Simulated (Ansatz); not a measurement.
Isomers of C₂H₂F₂O, relaxed with PBE0-D4/def2-TZVP in Ansatz; electronic energies, one conformer each and not always the lowest. Functionals use def2-TZVPP; CBS adds triple-zeta CCSD(T) − MP2 to the MP2 limit of def2-TZVPP and def2-QZVPP.

Q: Order them by energy at frozen-core CCSD(T)/CBS, lowest first. (An estimate is asked.)
A. `FC1(F)CO1`
B. `OC=C(F)F`
C. `F[C@@H]1O[C@H]1F`

A: A (0.0 kJ/mol), B (5.1 kJ/mol), C (12.4 kJ/mol).

Q: How do r2SCAN-D4, ωB97M-V, PBE-D4, B3LYP place them (kJ/mol, against `FC1(F)CO1`)? (An estimate is asked.)

A: Computed: 
| isomer | r2SCAN-D4 | ωB97M-V | PBE-D4 | B3LYP |
| --- | --- | --- | --- | --- |
| `F[C@@H]1O[C@H]1F` | 13.4 | 13.5 | 8.9 | 9.8 |
| `OC=C(F)F` | 11.4 | 9.6 | 6.2 | -4.2 |

B3LYP here is the variant with VWN-RPA as its local correlation; programs differ in this.
